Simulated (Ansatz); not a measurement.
Yttrium, hcp: convergence with Fermi-Dirac smearing

Computed with Ansatz, LDA, scalar-relativistic PAW, on the relaxed cell (a = 3.539 Å, c = 5.525 Å (c/a = 1.561); spin not included). Errors count from a run at 420 eV on a Γ-centred 17×17×10 mesh with Fermi-Dirac smearing of 0.1 eV, extrapolated to zero width. Fixed here: cutoff 420 eV, mesh 10×10×6. The SCF starts from atomic densities corrected by a trained network.

| width (eV) | E(σ→0) error (meV/atom) | F error (meV/atom) | P (GPa) | SCF iterations |
| --- | --- | --- | --- | --- |
| 0.01 | -1.0 | -1.3 | 0.00 | 6 |
| 0.03 | -1.1 | -3.6 | -0.02 | 6 |
| 0.1 | -1.1 | -29.2 | 0.04 | 6 |
| 0.2 | -8.9 | -107.3 | 0.35 | 6 |
| 0.3 | -18.2 | -225.5 | 0.82 | 6 |
| 0.6 | -54.7 | -820.7 | 2.94 | 6 |
| 1.0 | -236.4 | -2086.8 | 6.13 | 6 |
